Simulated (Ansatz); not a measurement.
Process, species as SMILES: F (HF) → [F-] + H+
B3LYP-D3(BJ)/def2-TZVP geometries, fixed; electronic energies without zero-point terms.

Basis-set convergence of the deprotonation energy at CCSD(T) with Ansatz (a quantum-chemistry and plane-wave program). Cartesian d functions, on some or all atoms, in 6-31G*, 6-31+G*; all else is spherical. Cores are frozen. No added dispersion term, no relativity. Functions are those of the species that has most. Reference: Hartree-Fock in aug-cc-pV5Z plus the correlation part extrapolated as X^-3 from aug-cc-pVQZ and aug-cc-pV5Z, 376.21 kcal/mol, itself unsure by roughly 0.15 kcal/mol (a third of the extrapolation step and of the last Hartree-Fock step). Deviations are taken from unrounded values.

| basis | functions | deprotonation energy (kcal/mol) |
|---|---|---|
| 6-31G* | 17 | 412.63 |
| 6-31+G* | 21 | 366.35 |
| cc-pVDZ | 19 | 420.23 |
| aug-cc-pVDZ | 32 | 373.37 |
| def2-SVP | 19 | 417.56 |
| def2-SVPD | 31 | 373.25 |
| pcseg-1 | 19 | 401.09 |
| aug-pcseg-1 | 32 | 371.64 |
| 6-311G** | 24 | 412.23 |
| 6-311+G** | 28 | 379.61 |
| def2-TZVP | 37 | 388.25 |
| def2-TZVPD | 49 | 374.88 |
| cc-pVTZ | 44 | 401.55 |
| aug-cc-pVTZ | 69 | 376.52 |
| pcseg-2 | 44 | 385.37 |
| aug-pcseg-2 | 69 | 376.62 |
| def2-TZVPP | 45 | 391.69 |
| def2-TZVPPD | 57 | 377.31 |
| cc-pVQZ | 85 | 390.40 |
| aug-cc-pVQZ | 126 | 376.67 |
| def2-QZVPP | 87 | 383.23 |
| def2-QZVPPD | 99 | 377.60 |
| pcseg-3 | 93 | 378.70 |
| aug-pcseg-3 | 134 | 377.16 |
| cc-pV5Z | 146 | 381.95 |
| aug-cc-pV5Z | 207 | 376.51 |

What the diffuse functions change, pair by pair:
- 6-31G* to 6-31+G*: 4 more functions, deviation 36.42 to -9.86 kcal/mol
- cc-pVDZ to aug-cc-pVDZ: 13 more functions, deviation 44.02 to -2.84 kcal/mol
- def2-SVP to def2-SVPD: 12 more functions, deviation 41.35 to -2.96 kcal/mol
- pcseg-1 to aug-pcseg-1: 13 more functions, deviation 24.88 to -4.57 kcal/mol
- 6-311G** to 6-311+G**: 4 more functions, deviation 36.02 to 3.40 kcal/mol
- def2-TZVP to def2-TZVPD: 12 more functions, deviation 12.04 to -1.33 kcal/mol
- cc-pVTZ to aug-cc-pVTZ: 25 more functions, deviation 25.34 to 0.31 kcal/mol
- pcseg-2 to aug-pcseg-2: 25 more functions, deviation 9.16 to 0.40 kcal/mol
- def2-TZVPP to def2-TZVPPD: 12 more functions, deviation 15.48 to 1.10 kcal/mol
- cc-pVQZ to aug-cc-pVQZ: 41 more functions, deviation 14.19 to 0.46 kcal/mol
- def2-QZVPP to def2-QZVPPD: 12 more functions, deviation 7.02 to 1.39 kcal/mol
- pcseg-3 to aug-pcseg-3: 41 more functions, deviation 2.49 to 0.95 kcal/mol
- cc-pV5Z to aug-cc-pV5Z: 61 more functions, deviation 5.74 to 0.30 kcal/mol

Leaving out the reference's own pair, they bring the value nearer the reference by more than 0.15 kcal/mol in 12 of 12 pairs.
